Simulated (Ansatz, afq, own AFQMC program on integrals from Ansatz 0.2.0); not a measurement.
# C$_{3}$H$_{7}$, doublet: AFQMC among the cluster methods

```yaml
atoms:
  - { symbol: C, position_ang: [-0.8894, 0.3328, -1.1703] }
  - { symbol: C, position_ang: [0.3808, -0.0352, -0.4945] }
  - { symbol: C, position_ang: [1.1200, 0.9422, 0.3443] }
  - { symbol: H, position_ang: [-1.4251, -0.5475, -1.5562] }
  - { symbol: H, position_ang: [-1.5701, 0.8758, -0.4909] }
  - { symbol: H, position_ang: [-0.7215, 1.0085, -2.0355] }
  - { symbol: H, position_ang: [0.8930, -0.9517, -0.8054] }
  - { symbol: H, position_ang: [0.4445, 1.4840, 1.0300] }
  - { symbol: H, position_ang: [1.9042, 0.4620, 0.9487] }
  - { symbol: H, position_ang: [1.6212, 1.7223, -0.2670] }
```

Basis def2-TZVP. Only valence electrons are correlated. Ansatz 0.2.0 and our own AFQMC program on the same integrals; the CISD trial comes from CCSD amplitudes, and released means the phaseless constraint is let go. Free projection: walkers drawn from exp(T), propagated without any constraint. Its projection time is finite, and what remains of the start isn't in its error. Uncertainties: one standard error, sampling alone.

Determinant: ROHF, the one that the program's search chose, which needn't be the lowest solution. The geometry is a PBE0/def2-SVP stationary point of this or a neighbouring charge and spin state.

No full CI on the walks' own integrals is used here. The released AFQMC energy serves as the reference, which it does only where one determinant dominates, the energy is flat over the last release times and near the phaseless one (40 meV or 2 meV an electron, half that with transition metals). On small molecules, where full CI could be run and the noise was under 10 meV, such values lay within 10 meV of it in 19 cases of 20, a flattering rate, since the rule was set on those same cases; what remains of the bias isn't in the error bar.

Cautions: the released value is read at 0.99 1/Eh with a noise of 10 meV, more than in the cases checked, later times being too noisy (meV from the phaseless value at times in 1/Eh: -5 ± 7 at 0.24, -10 ± 8 at 0.51, -10 ± 10 at 0.99, -43 ± 17 at 1.50).

```
T1 diagnostic                               : 0.0142
weight of the determinant in the CISD state : 0.832
size of the correlated space                : 19 electrons in 132 orbitals
```

Reference: AFQMC with the constraint released, correlation energy -15.136 ± 0.010 eV.

```json
{"level": "HF", "E − E(reference) (kcal/mol)": "349.04 ± 0.23", "share of correlation (%)": "0.00"}
{"level": "MP2", "E − E(reference) (kcal/mol)": "40.99 ± 0.23", "share of correlation (%)": "88.26"}
{"level": "CCSD", "E − E(reference) (kcal/mol)": "12.74 ± 0.23", "share of correlation (%)": "96.35"}
{"level": "CCSD(T)", "E − E(reference) (kcal/mol)": "1.01 ± 0.23", "share of correlation (%)": "99.71"}
{"level": "ph-AFQMC/HF", "E − E(reference) (kcal/mol)": "-1.98 ± 0.81", "share of correlation (%)": "100.57"}
{"level": "ph-AFQMC/CISD", "E − E(reference) (kcal/mol)": "0.22 ± 0.29", "share of correlation (%)": "99.94"}
{"level": "free AFQMC", "E − E(reference) (kcal/mol)": "-0.41 ± 0.56", "share of correlation (%)": "100.12"}
```

Free projections are given only where their last times agree within the noise and don't stop above the reference; a slow remainder of the start can still hide under it. Released energies are given only where the last usable release times agree within the noise; a slower fall can still hide under it.
